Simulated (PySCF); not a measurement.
C₃H₆N (doublet state).
Structure used (GFN2-xTB), in Å, numbered top down from 1:
```
atom  x, y, z in Å
C1     1.6045   -0.1235    0.1126
C2     0.3254   -0.3653    0.3365
C3    -0.7901    0.1618   -0.5141
N4    -1.9368    0.6406    0.1173
H5     1.9300    0.4668   -0.7284
H6     2.3793   -0.5030    0.7570
H7     0.0160   -0.9572    1.1896
H8    -1.1240   -0.6540   -1.1901
H9    -0.4351    0.9400   -1.2089
H10   -1.9603    0.3985    1.1059
```

The hyperfine couplings belong to this conformer and change with its torsions.

As a line formula: `C=CC[NH]` [radical].

Computed, not measured: UKS B3LYP, pcH-1 on C H N, non-relativistic, mean-field spin-orbit, GIAO (PySCF 2.14.0). The structure is a single GFN2-xTB conformer in the gas phase; no vibrational or solvent corrections. A GFN2-xTB geometry isn't a minimum of the functional, and hyperfine couplings can be far from their values at a DFT geometry. The SCF solution wasn't tested for stability.

Question: Predict the first-order ENDOR lines of N4, H8/H9, H10, H6, H5 and H7 under fast tumbling at B = 1211.0 mT (Q band).

Answer: ν± = |νn ± a/2|, one line for each electron-spin manifold; νn = |g_N| × 7.62259 MHz/T × B.

```
nuclei  isotope     g_N  νn (MHz)  a_iso (MHz)  lower line (MHz)  upper line (MHz)
    N4      14N  0.4038      3.73        31.31             11.93             19.38
 H8/H9       1H  5.5857     51.56       167.36             32.12            135.24
   H10       1H  5.5857     51.56       -59.76             21.68             81.44
    H6       1H  5.5857     51.56         2.68             50.22             52.90
    H5       1H  5.5857     51.56         1.74             50.69             52.43
    H7       1H  5.5857     51.56        -1.47             50.83             52.29
```

Question: Which pairs are centred on the nuclear Larmor frequency, and which on half the coupling?

Answer: Centred on νn, since |a| < 2νn: H10, H6, H5 and H7. Centred on |a|/2 and split by 2νn: N4 and H8/H9.

Nuclei that the bonding pattern makes equivalent are averaged, as if the motion that swaps them (rotation, inversion, ring flip) were fast. The 1H value of +167.4 MHz is a mean of couplings from 114.9 to 219.9 MHz in this one geometry, not an average over conformers.

The Mulliken spin populations are largest on N4 (+0.96), H8 (+0.10) and C3 (-0.08). N4 is the only atom above +0.15. The positive populations add up to 1.12 and the negative ones to -0.12, together 2S = 1.
